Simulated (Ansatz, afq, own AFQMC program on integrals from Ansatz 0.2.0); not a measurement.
# Where AFQMC and coupled cluster stand for C3H7GeO, doublet

```xyz
12

C    -1.3500   -0.7256   -0.1918
C    -0.0952   -0.0187    0.2892
C     1.1113   -0.9392    0.3388
O     0.1885    1.0534   -0.5970
Ge    0.2606    2.7914   -0.2145
H    -2.2037   -0.0317   -0.2061
H    -1.2022   -1.1077   -1.2137
H    -1.6027   -1.5714    0.4658
H    -0.2795    0.3840    1.3064
H     1.9977   -0.3969    0.7002
H     1.3341   -1.3274   -0.6672
H     0.9294   -1.7916    1.0112
```

Basis def2-SVP. Only valence electrons are correlated. Integrals, coupled cluster, full CI and functionals: Ansatz 0.2.0; the random walks run on the same integrals in our own AFQMC program. ph-AFQMC/CISD is guided by a CISD state made of CCSD amplitudes; releasing the constraint for a short imaginary time cuts its bias at the price of noise, slowly where states lie close. Uncertainties: one standard error, sampling alone. No spin–orbit coupling.

Determinant: UHF, the one that the program's search chose, which needn't be the lowest solution. The geometry is a PBE0/def2-SVP stationary point of this or a neighbouring charge and spin state.

No full CI on the walks' own integrals is used here. The released AFQMC energy serves as the reference, which it does only where one determinant dominates, the energy is flat over the last release times and near the phaseless one (40 meV or 2 meV an electron, half that with transition metals). On small molecules, where full CI could be run and the noise was under 10 meV, such values lay within 10 meV of it in 19 cases of 20, a flattering rate, since the rule was set on those same cases; what remains of the bias isn't in the error bar.

Cautions: no relativity below Rb; no spin-orbit coupling; inner d shell frozen; the released value is read at 0.90 1/Eh with a noise of 19 meV, more than in the cases checked (meV from the phaseless value at times in 1/Eh: 3 ± 12 at 0.21, 11 ± 11 at 0.42, 14 ± 14 at 0.63, 4 ± 19 at 0.90).

```
T1 diagnostic                               : 0.0172
weight of the determinant in the CISD state : 0.766
⟨S²⟩ of the determinant                     : 0.765
size of the correlated space                : 29 electrons in 105 orbitals
```

Reference: AFQMC with the constraint released, correlation energy -20.652 ± 0.019 eV.

```csv
level,E − E(reference) (kJ/mol),share of correlation (%)
HF,1992.6 ± 1.8,0.00
MP2,212.1 ± 1.8,89.36
CCSD,67.1 ± 1.8,96.63
CCSD(T),8.1 ± 1.8,99.60
ph-AFQMC/CISD,-0.4 ± 2.0,100.02
```

Released energies are given only where the last usable release times agree within the noise; a slower fall can still hide under it.
